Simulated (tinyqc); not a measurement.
UKS/BLYP in the sto-6g basis, for CH, spin multiplicity 4, step by step (part 2 of 2). Computed by tinyqc, a small Python program that keeps every step (integrals from PySCF). Command: `OMP_NUM_THREADS=1 python tinyqc.py 20226 20227 out.jsonl` (the two numbers bound the seeds that draw the settings). One thread of a shared host (Intel(R) Xeon(R) Processor @ 2.60GHz), about 3 s of CPU time with the checks.

Geometry (angstrom):
```
atom       x       y       z
C     0.0000  0.0000  0.0000
H     0.0000  0.0000  1.1780
```

## Iteration 2: diagonalisation and new density

F(alpha) (hartree):
```
          1C 1s    1C 2s  1C 2px  1C 2py   1C 2pz    2H 1s
1C 1s   -9.3245  -2.4721  0.0000  0.0000  -0.0197  -0.5394
1C 2s   -2.4721  -0.9030  0.0000  0.0000  -0.1793  -0.4624
1C 2px   0.0000   0.0000  0.1215  0.0000   0.0000   0.0000
1C 2py   0.0000   0.0000  0.0000  0.1215   0.0000   0.0000
1C 2pz  -0.0197  -0.1793  0.0000  0.0000   0.0092  -0.3293
2H 1s   -0.5394  -0.4624  0.0000  0.0000  -0.3293  -0.4536
```

F(beta) (hartree):
```
          1C 1s    1C 2s  1C 2px  1C 2py   1C 2pz    2H 1s
1C 1s   -9.2932  -2.4497  0.0000  0.0000  -0.0182  -0.5344
1C 2s   -2.4497  -0.7618  0.0000  0.0000  -0.1653  -0.4143
1C 2px   0.0000   0.0000  0.2619  0.0000   0.0000   0.0000
1C 2py   0.0000   0.0000  0.0000  0.2619   0.0000   0.0000
1C 2pz  -0.0182  -0.1653  0.0000  0.0000   0.1518  -0.2869
2H 1s   -0.5344  -0.4143  0.0000  0.0000  -0.2869  -0.4219
```

X:
```
          1C 1s    1C 2s  1C 2px  1C 2py   1C 2pz    2H 1s
1C 1s    1.0243  -0.1363  0.0000  0.0000  -0.0096   0.0227
1C 2s   -0.1363   1.1317  0.0000  0.0000   0.1048  -0.3045
1C 2px   0.0000   0.0000  1.0000  0.0000   0.0000   0.0000
1C 2py   0.0000   0.0000  0.0000  1.0000   0.0000   0.0000
1C 2pz  -0.0096   0.1048  0.0000  0.0000   1.1012  -0.2950
2H 1s    0.0227  -0.3045  0.0000  0.0000  -0.2950   1.2063
```

Diagonalise F' = X^T F X, C = X C', fill 5 alpha and 2 beta electrons from the bottom; D(s) = C_occ C_occ^T. Each column has its largest component positive (the first on a tie).

F' = X^T F X (alpha) (hartree):
```
         1        2       3       4        5        6
1  -9.1321  -1.3276  0.0000  0.0000  -0.0218  -0.0716
2  -1.3276  -0.3560  0.0000  0.0000  -0.0528  -0.2479
3   0.0000   0.0000  0.1215  0.0000   0.0000   0.0000
4   0.0000   0.0000  0.0000  0.1215   0.0000   0.0000
5  -0.0218  -0.0528  0.0000  0.0000   0.1644  -0.3149
6  -0.0716  -0.2479  0.0000  0.0000  -0.3149  -0.2012
```

orbital energies (alpha) (hartree): MO1 -9.3299, MO2 -0.5256, MO3 -0.0276, MO4 0.1215, MO5 0.1215, MO6 0.3582

coefficients C (alpha):
```
            MO1      MO2      MO3     MO4      MO5      MO6
1C 1s    0.9934  -0.1492  -0.2351  0.0000   0.0000  -0.0636
1C 2s    0.0279   0.4194   1.0174  0.0000   0.0000   0.4375
1C 2px   0.0000   0.0000   0.0000  0.2398   0.9708   0.0000
1C 2py   0.0000   0.0000   0.0000  0.9708  -0.2398   0.0000
1C 2pz   0.0062   0.2539  -0.2529  0.0000   0.0000   1.0873
2H 1s   -0.0089   0.6342  -0.5898  0.0000   0.0000  -0.9408
```

F' = X^T F X (beta) (hartree):
```
         1        2       3       4        5        6
1  -9.1029  -1.3261  0.0000  0.0000  -0.0221  -0.0735
2  -1.3261  -0.2091  0.0000  0.0000  -0.0328  -0.2379
3   0.0000   0.0000  0.2619  0.0000   0.0000   0.0000
4   0.0000   0.0000  0.0000  0.2619   0.0000   0.0000
5  -0.0221  -0.0328  0.0000  0.0000   0.3142  -0.3116
6  -0.0735  -0.2379  0.0000  0.0000  -0.3116  -0.1925
```

orbital energies (beta) (hartree): MO1 -9.2977, MO2 -0.4482, MO3 0.0817, MO4 0.2619, MO5 0.2619, MO6 0.4739

coefficients C (beta):
```
            MO1      MO2      MO3     MO4      MO5      MO6
1C 1s    0.9940  -0.1230  -0.2481  0.0000   0.0000  -0.0615
1C 2s    0.0256   0.2998   1.0680  0.0000   0.0000   0.4148
1C 2px   0.0000   0.0000   0.0000  0.8737  -0.4864   0.0000
1C 2py   0.0000   0.0000   0.0000  0.4864   0.8737   0.0000
1C 2pz   0.0056   0.1931  -0.1824  0.0000   0.0000   1.1136
2H 1s   -0.0082   0.7489  -0.5731  0.0000   0.0000  -0.8637
```

D(alpha) after iteration 2:
```
          1C 1s    1C 2s  1C 2px  1C 2py   1C 2pz    2H 1s
1C 1s    1.0644  -0.2741  0.0000  0.0000   0.0277   0.0352
1C 2s   -0.2741   1.2117  0.0000  0.0000  -0.1506  -0.3343
1C 2px   0.0000   0.0000  1.0000  0.0000   0.0000   0.0000
1C 2py   0.0000   0.0000  0.0000  1.0000   0.0000   0.0000
1C 2pz   0.0277  -0.1506  0.0000  0.0000   0.1285   0.3102
2H 1s    0.0352  -0.3343  0.0000  0.0000   0.3102   0.7502
```

D(beta) after iteration 2:
```
          1C 1s    1C 2s  1C 2px  1C 2py   1C 2pz    2H 1s
1C 1s    1.0031  -0.0115  0.0000  0.0000  -0.0182  -0.1002
1C 2s   -0.0115   0.0905  0.0000  0.0000   0.0580   0.2243
1C 2px   0.0000   0.0000  0.0000  0.0000   0.0000   0.0000
1C 2py   0.0000   0.0000  0.0000  0.0000   0.0000   0.0000
1C 2pz  -0.0182   0.0580  0.0000  0.0000   0.0373   0.1445
2H 1s   -0.1002   0.2243  0.0000  0.0000   0.1445   0.5609
```

Within a degenerate level the vectors are fixed only up to a rotation; this is one choice.

## Iteration 35 (converged): orbitals

converged F(alpha) (hartree):
```
          1C 1s    1C 2s   1C 2px   1C 2py   1C 2pz    2H 1s
1C 1s   -9.7806  -2.5631   0.0000   0.0000   0.0009  -0.5570
1C 2s   -2.5631  -1.0880   0.0000   0.0000  -0.0271  -0.4476
1C 2px   0.0000   0.0000  -0.0828   0.0000   0.0000   0.0000
1C 2py   0.0000   0.0000   0.0000  -0.0828   0.0000   0.0000
1C 2pz   0.0009  -0.0271   0.0000   0.0000  -0.1372  -0.2567
2H 1s   -0.5570  -0.4476   0.0000   0.0000  -0.2567  -0.3044
```

converged F(beta) (hartree):
```
          1C 1s    1C 2s  1C 2px  1C 2py   1C 2pz    2H 1s
1C 1s   -9.7465  -2.5420  0.0000  0.0000  -0.0046  -0.5534
1C 2s   -2.5420  -0.9309  0.0000  0.0000  -0.0884  -0.4141
1C 2px   0.0000   0.0000  0.0859  0.0000   0.0000   0.0000
1C 2py   0.0000   0.0000  0.0000  0.0859   0.0000   0.0000
1C 2pz  -0.0046  -0.0884  0.0000  0.0000  -0.0036  -0.2434
2H 1s   -0.5534  -0.4141  0.0000  0.0000  -0.2434  -0.2627
```

As before.

F' = X^T F X (alpha) (hartree):
```
         1        2        3        4        5        6
1  -9.5895  -1.3382   0.0000   0.0000  -0.0158  -0.0828
2  -1.3382  -0.5419   0.0000   0.0000   0.0789  -0.2536
3   0.0000   0.0000  -0.0828   0.0000   0.0000   0.0000
4   0.0000   0.0000   0.0000  -0.0828   0.0000   0.0000
5  -0.0158   0.0789   0.0000   0.0000  -0.0156  -0.2638
6  -0.0828  -0.2536   0.0000   0.0000  -0.2638  -0.0494
```

orbital energies (alpha) (hartree): MO1 -9.7847, MO2 -0.4898, MO3 -0.2321, MO4 -0.0828, MO5 -0.0828, MO6 0.3103

coefficients C (alpha):
```
            MO1      MO2      MO3      MO4     MO5      MO6
1C 1s    0.9943  -0.2283   0.1271   0.0000  0.0000   0.1070
1C 2s    0.0240   0.7907  -0.5911   0.0000  0.0000  -0.6541
1C 2px   0.0000   0.0000   0.0000  -0.3164  0.9486   0.0000
1C 2py   0.0000   0.0000   0.0000   0.9486  0.3164   0.0000
1C 2pz   0.0028   0.1050   0.6369   0.0000  0.0000  -0.9455
2H 1s   -0.0068   0.3559   0.4926   0.0000  0.0000   1.1252
```

F' = X^T F X (beta) (hartree):
```
         1        2       3       4        5        6
1  -9.5568  -1.3406  0.0000  0.0000  -0.0140  -0.0832
2  -1.3406  -0.3794  0.0000  0.0000   0.0231  -0.2526
3   0.0000   0.0000  0.0859  0.0000   0.0000   0.0000
4   0.0000   0.0000  0.0000  0.0859   0.0000   0.0000
5  -0.0140   0.0231  0.0000  0.0000   0.1271  -0.2787
6  -0.0832  -0.2526  0.0000  0.0000  -0.2787  -0.0075
```

orbital energies (beta) (hartree): MO1 -9.7501, MO2 -0.3971, MO3 -0.0681, MO4 0.0859, MO5 0.0859, MO6 0.3987

coefficients C (beta):
```
            MO1      MO2      MO3     MO4      MO5      MO6
1C 1s    0.9948  -0.1921  -0.1801  0.0000   0.0000   0.0974
1C 2s    0.0221   0.6307   0.7966  0.0000   0.0000  -0.6085
1C 2px   0.0000   0.0000   0.0000  0.7206  -0.6933   0.0000
1C 2py   0.0000   0.0000   0.0000  0.6933   0.7206   0.0000
1C 2pz   0.0033   0.2242  -0.5268  0.0000   0.0000  -0.9914
2H 1s   -0.0064   0.4752  -0.4845  0.0000   0.0000   1.0839
```

D(alpha) after iteration 35:
```
          1C 1s    1C 2s  1C 2px  1C 2py   1C 2pz    2H 1s
1C 1s    1.0570  -0.2319  0.0000  0.0000   0.0598  -0.0254
1C 2s   -0.2319   0.9752  0.0000  0.0000  -0.2934  -0.0099
1C 2px   0.0000   0.0000  1.0000  0.0000   0.0000   0.0000
1C 2py   0.0000   0.0000  0.0000  1.0000   0.0000   0.0000
1C 2pz   0.0598  -0.2934  0.0000  0.0000   0.4167   0.3511
2H 1s   -0.0254  -0.0099  0.0000  0.0000   0.3511   0.3694
```

D(beta) after iteration 35:
```
          1C 1s    1C 2s  1C 2px  1C 2py   1C 2pz    2H 1s
1C 1s    1.0265  -0.0992  0.0000  0.0000  -0.0398  -0.0977
1C 2s   -0.0992   0.3982  0.0000  0.0000   0.1415   0.2996
1C 2px   0.0000   0.0000  0.0000  0.0000   0.0000   0.0000
1C 2py   0.0000   0.0000  0.0000  0.0000   0.0000   0.0000
1C 2pz  -0.0398   0.1415  0.0000  0.0000   0.0503   0.1065
2H 1s   -0.0977   0.2996  0.0000  0.0000   0.1065   0.2259
```

Within a degenerate level the vectors are fixed only up to a rotation; this is one choice.

## Convergence

Stop when the energy changes by less than 1e-08 hartree and every element of the error matrix X^T (F D S - S D F) X (for each spin) is below 3e-05.

Course of the cycle:
```
iteration  E (hartree)     change  largest element of the error matrix
1           -13.343938          -                             9.06e-02
2           -37.777587  -2.44e+01                             3.28e-01
3           -38.160438  -3.83e-01                             2.26e-01
4           -38.226915  -6.65e-02                             1.77e-01
5           -38.267093  -4.02e-02                             1.32e-01
6           -38.284443  -1.73e-02                             9.96e-02
7           -38.294765  -1.03e-02                             7.38e-02
8           -38.299893  -5.13e-03                             5.59e-02
9           -38.302937  -3.04e-03                             4.17e-02
10          -38.304555  -1.62e-03                             3.16e-02
11          -38.305504  -9.48e-04                             2.37e-02
12          -38.306024  -5.20e-04                             1.79e-02
13          -38.306325  -3.01e-04                             1.34e-02
14          -38.306494  -1.68e-04                             1.01e-02
...                ...        ...                                  ...
22          -38.306714  -1.83e-06                             1.05e-03
23          -38.306715  -1.04e-06                             7.94e-04
24          -38.306715  -5.89e-07                             5.98e-04
25          -38.306716  -3.35e-07                             4.51e-04
26          -38.306716  -1.90e-07                             3.40e-04
27          -38.306716  -1.08e-07                             2.56e-04
28          -38.306716  -6.12e-08                             1.93e-04
29          -38.306716  -3.48e-08                             1.45e-04
30          -38.306716  -1.97e-08                             1.10e-04
31          -38.306716  -1.12e-08                             8.25e-05
32          -38.306716  -6.37e-09                             6.22e-05
33          -38.306716  -3.62e-09                             4.69e-05
34          -38.306716  -2.05e-09                             3.53e-05
35          -38.306716  -1.17e-09                             2.66e-05
```

PySCF UKS in the same basis, fine grid, after a stability check = -38.298753 hartree

Converged in 35 iterations. The coarse grid moves the energy by -7.96e-03 hartree.

## Populations, bond orders and dipole

overlap S:
```
         1C 1s   1C 2s  1C 2px  1C 2py  1C 2pz   2H 1s
1C 1s   1.0000  0.2432  0.0000  0.0000  0.0000  0.0528
1C 2s   0.2432  1.0000  0.0000  0.0000  0.0000  0.4420
1C 2px  0.0000  0.0000  1.0000  0.0000  0.0000  0.0000
1C 2py  0.0000  0.0000  0.0000  1.0000  0.0000  0.0000
1C 2pz  0.0000  0.0000  0.0000  0.0000  1.0000  0.4359
2H 1s   0.0528  0.4420  0.0000  0.0000  0.4359  1.0000
```

Mulliken: Z minus the diagonal of D S on the atom; Loewdin: the same with S^(1/2) D S^(1/2); Mayer order: 2 sum_s sum (D(s) S)_ij (D(s) S)_ji over the two atoms.

Charges (e):
```
atom  Mulliken  Loewdin  Mulliken spin
1C     -0.0838  -0.0622         2.8829
2H      0.0838   0.0622         0.1171
```

Mayer bond orders:
```
pair   order
2-1   0.9793
```

dipole moment about the origin, x y z (debye): 0.0000  0.0000  0.2953

<S^2> of the determinant (pure state: 3.75) = 3.7503
